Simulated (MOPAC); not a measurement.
MOPAC input (AM1):

```
AM1 PRECISE GNORM=0.05 LET XYZ UHF MS=0.5 GEO-OK AUX(PRECISION=9) THREADS=1
C3H7O

O     0.09449043 1    1.42451755 1   -0.06059503 1
C     0.00851630 1    0.10794514 1    0.29999916 1
H     0.01843893 1    0.18276159 1    1.41082792 1
C    -1.32105273 1   -0.53455223 1   -0.10920181 1
C     1.23758972 1   -0.70475548 1   -0.12059372 1
H    -1.37542931 1   -0.60841548 1   -1.19698145 1
H     1.27205819 1   -0.78452879 1   -1.20876892 1
H    -2.15753038 1    0.07068713 1    0.23842102 1
H     2.14991182 1   -0.21584789 1    0.21924289 1
H    -1.41178349 1   -1.53950514 1    0.30620848 1
H     1.19809106 1   -1.71311639 1    0.29458848 1
```

From the last part of the output:

```
                                                       MOPAC v23.2.5 Linux

          FINAL HEAT OF FORMATION =        -19.52397 KCAL/MOL =     -81.68830 KJ/MOL

          COSMO AREA              =        104.02 SQUARE ANGSTROMS
          COSMO VOLUME            =         88.82 CUBIC ANGSTROMS

          GRADIENT NORM           =          0.01707          =       0.00515 PER ATOM
          IONIZATION POTENTIAL    =         10.878902 EV
          ALPHA SOMO LUMO (EV)    =        -11.316  3.280
          BETA  SOMO LUMO (EV)    =        -10.879 -0.423
          NO. OF ALPHA ELECTRONS  =         13
          NO. OF BETA  ELECTRONS  =         12
          MOLECULAR WEIGHT        =         59.0877         POINT GROUP:  Cs

          MOLECULAR DIMENSIONS (Angstroms)

            Atom       Atom       Distance
            H     9    H     8     4.33146
            H    10    O     1     3.08510
            H     3    H     7     2.79088

          SCF CALCULATIONS        =         41

   ATOM   CHEMICAL          X               Y               Z
  NUMBER   SYMBOL      (ANGSTROMS)     (ANGSTROMS)     (ANGSTROMS)

     1       O          0.09317851  *   1.41845392  *  -0.05655166  *
     2       C          0.00880052  *   0.11297340  *   0.32402824  *
     3       H          0.01746321  *   0.16742070  *   1.46800983  *
     4       C         -1.29622992  *  -0.53350318  *  -0.11888282  *
     5       C          1.21372611  *  -0.69889793  *  -0.13008813  *
     6       H         -1.32150081  *  -0.61906568  *  -1.23109779  *
     7       H          1.21784368  *  -0.78601808  *  -1.24245611  *
     8       H         -2.16392654  *   0.08610656  *   0.20954832  *
     9       H          2.15810261  *  -0.19889235  *   0.19058360  *
    10       H         -1.38255500  *  -1.55312637  *   0.32390918  *
    11       H          1.16926425  *  -1.72143104  *   0.31217647  *

                             CARTESIAN COORDINATES

   1    O        0.093178511     1.418453922    -0.056551655
   2    C        0.008800517     0.112973404     0.324028243
   3    H        0.017463207     0.167420697     1.468009827
   4    C       -1.296229916    -0.533503175    -0.118882822
   5    C        1.213726111    -0.698897932    -0.130088132
   6    H       -1.321500807    -0.619065685    -1.231097785
   7    H        1.217843675    -0.786018082    -1.242456114
   8    H       -2.163926542     0.086106565     0.209548323
   9    H        2.158102613    -0.198892348     0.190583602
  10    H       -1.382555000    -1.553126369     0.323909185
  11    H        1.169264252    -1.721431044     0.312176474

           Empirical Formula: C3 H7 O  =    11 atoms

      MOLECULAR POINT GROUP   :   Cs

          ALPHA EIGENVALUES
 -38.99777 -32.66695 -28.17084 -22.08320 -17.39650 -16.23464 -15.59617 -13.92611
 -13.29882 -13.17999 -12.82045 -11.44582 -11.31623   3.27961   3.79830   3.88767
   3.92044   4.28643   4.53231   4.57231   4.81888   4.89661   5.19693

           BETA EIGENVALUES
 -37.61187 -31.12625 -28.12840 -21.50401 -16.54965 -15.67860 -15.36001 -13.28530
 -13.15386 -12.73379 -12.34202 -10.87890  -0.42330   3.59152   3.83126   3.90790
   4.08338   4.30049   4.54064   4.62450   4.86502   4.90907   5.53427

              NET ATOMIC CHARGES AND DIPOLE CONTRIBUTIONS

  ATOM NO.   TYPE          CHARGE      No. of ELECS.   s-Pop       p-Pop
    1          O          -0.175271        6.1753     1.93732     4.23795
    2          C          -0.011141        4.0111     1.21624     2.79490
    3          H           0.139548        0.8605     0.86045
    4          C          -0.232374        4.2324     1.23230     3.00007
    5          C          -0.232358        4.2324     1.23230     3.00006
    6          H           0.087480        0.9125     0.91252
    7          H           0.087483        0.9125     0.91252
    8          H           0.088321        0.9117     0.91168
    9          H           0.088319        0.9117     0.91168
   10          H           0.079993        0.9200     0.92001
   11          H           0.079999        0.9200     0.92000
 DIPOLE           X         Y         Z       TOTAL
 POINT-CHG.    -0.103    -1.609     0.667     1.745
 HYBRID        -0.015    -0.226     0.063     0.235
 SUM           -0.118    -1.835     0.730     1.979

          ATOMIC ORBITAL ELECTRON POPULATIONS

     Atom    s        px        py        pz
    1  O   1.93732   1.95642   1.18519   1.09634
    2  C   1.21624   0.94702   0.87008   0.97780
    3  H   0.86045
    4  C   1.23230   0.96576   1.00711   1.02720
    5  C   1.23230   0.97570   0.99754   1.02683
    6  H   0.91252
    7  H   0.91252
    8  H   0.91168
    9  H   0.91168
   10  H   0.92001
   11  H   0.92000

                    (SZ)    =    0.500000
                    (S**2)  =    0.755507

          ATOMIC ORBITAL SPIN POPULATIONS

    Atom   Total    s     px     py     pz
         Atomic
    1  O  0.9097  0.007  0.003  0.072  0.828
    2  C -0.0845 -0.011 -0.011 -0.028 -0.034
    3  H  0.1222  0.122
    4  C  0.0322  0.004  0.017  0.006  0.005
    5  C  0.0323  0.004  0.014  0.009  0.005
    6  H -0.0014 -0.001
    7  H -0.0015 -0.001
    8  H -0.0021 -0.002
    9  H -0.0021 -0.002
   10  H -0.0024 -0.002
   11  H -0.0024 -0.002

 **********************
 *                    *
 * JOB ENDED NORMALLY *
 *                    *
 **********************

 == MOPAC DONE ==
```
